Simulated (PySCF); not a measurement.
phosphine (H3P), SMILES P. The structure is a stationary point at PBE0-D3(BJ)/def2-TZVPD.

TDA-PBE/def2-TZVPD (PySCF) puts the lowest singlet excitations at 6.49, 7.13, 7.13, 8.97, 8.97, 9.13 eV.

Q: What are the lowest excitation roots from ADC(3)/aug-cc-pVDZ run with PySCF? (Estimate from the structure and the level; the computed values follow.)

A: 6.70, 7.27, 7.27, 8.23, 8.23, 8.72 eV. S1 differs by 0.21 eV (second minus first; roots are paired by order, and the bases may differ).
